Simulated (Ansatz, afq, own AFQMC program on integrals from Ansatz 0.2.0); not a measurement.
Integrals from Ansatz 0.2.0, then the random walk in our own AFQMC program (afq).

```yaml
crystal:
  periodic: [false, false, false]
  atoms:
    - {symbol: Br, position_ang: [-0.918050, 0.015876, 0.000000]}
    - {symbol: H, position_ang: [0.746950, 0.015876, 0.000000]}
    - {symbol: Si, position_ang: [2.370950, 0.015876, 0.000000]}
    - {symbol: H, position_ang: [2.983131, -0.858408, 1.090012]}
    - {symbol: H, position_ang: [2.983131, -0.858408, -1.090012]}
basis:
  gaussian: {orbitals: cc-pVTZ}
magnetization: {spin_polarized: false}
correlation: {method: ccsd_t, electrons: outside_noble_gas, hamiltonian_folder: ham}
```

```sh
$ ansatz run in.yaml --threads 1 --pin off --events-out ev --progress --plain --max-ram 16896MiB --backend cuda --devices 0, --max-vram 18GiB
```

Options of the walk:

```
--method phaseless --trial hf --walkers 2100 --populations 20 --least-time 40 --time-step 0.005 --steps-per-block 20 --equilibration-blocks 112 --max-blocks 4000 --target-error 0.0011 --factor-cut 1e-05 --seed 2668 --taylor-order 6
```

Times are imaginary, in 1/Eh. The walk had a cap of 97 s. With eight or more populations the least sampling time is a fifth of least-time, and the error comes from their spread. Filled inner d shells are frozen with the cores.

Output of the walk:

```
orbitals 100  electrons 7 7  factors 648 of 713
reference energy -2863.03800942 Eh
CCSD correlation -0.34729401 Eh in 15 cycles, weight of the determinant in the CISD state 0.8197
energy of the start -2863.038009 Eh
 block  time / (1/Eh)  mean weight  energy / Eh
     1     0.100  1.0012  -2863.112138
     2     0.200  1.0016  -2863.164924
     3     0.300  1.0026  -2863.206414
     4     0.400  1.0021  -2863.237647
     5     0.500  1.0020  -2863.263480
     7     0.700  1.0014  -2863.299928
     9     0.900  1.0010  -2863.324336
    15     1.500  1.0003  -2863.360593
    29     2.900  0.9999  -2863.392733
    43     4.300  1.0000  -2863.400613
    57     5.700  1.0005  -2863.411526
    71     7.100  1.0007  -2863.403955
    85     8.500  0.9997  -2863.399215
    99     9.900  1.0003  -2863.409584
   113    11.300  1.0001  -2863.400828
   127    12.700  0.9997  -2863.404645
   141    14.100  0.9995  -2863.413656
   155    15.500  1.0001  -2863.402159
   169    16.900  1.0006  -2863.413602
   183    18.300  1.0002  -2863.404838
   197    19.700  1.0005  -2863.403768
   211    21.100  0.9999  -2863.397467
   225    22.500  0.9991  -2863.400718
   239    23.900  1.0000  -2863.411184
   253    25.300  0.9988  -2863.409363
   267    26.700  1.0000  -2863.403202
   274    27.400  0.9998  -2863.414532
   281    28.100  1.0002  -2863.404299
   295    29.500  1.0003  -2863.400536
   302    30.200  1.0000  -2863.390614
error from the spread of 20 populations
energy -2863.406160 +/- 0.001097 Eh
(rows thinned)
```

The run passed its tests (sampling time, drift between the halves within three errors, error under three times the target), which doesn't prove that it has relaxed.

Against this walk (error 29.9 meV) on the same determinant: CCSD(T) 138.5 meV higher, CCSDT(Q) 57.4 meV higher (within the noise), a separate phaseless walk with a CISD trial and standard settings 99.5 ± 30.2 meV higher. The error is statistical and leaves out the bias of the constraint.

Cautions: constraint bias not in the error; no relativity below Rb; no spin-orbit coupling; inner d shell frozen; higher spins were not checked; restricted determinant unstable towards unrestricted (UHF 576 meV lower, ⟨S²⟩ 0.78).

The walk took 51 s on 1 × NVIDIA H100 80GB HBM3 with 2 threads of AMD EPYC 7R13 Processor (Zen 3) (shared host) (the card was shared). The log's last line is the phaseless energy.

CCSDT and higher add their correlation energy to the determinant of the CCSD(T) run, since their own runs factorise the integrals more tightly (a shift of under 2 meV). A walk keeps the symmetry of its determinant, which the program's search chose and which needn't be the lowest solution, so a lower state of the same spin and another symmetry isn't excluded.
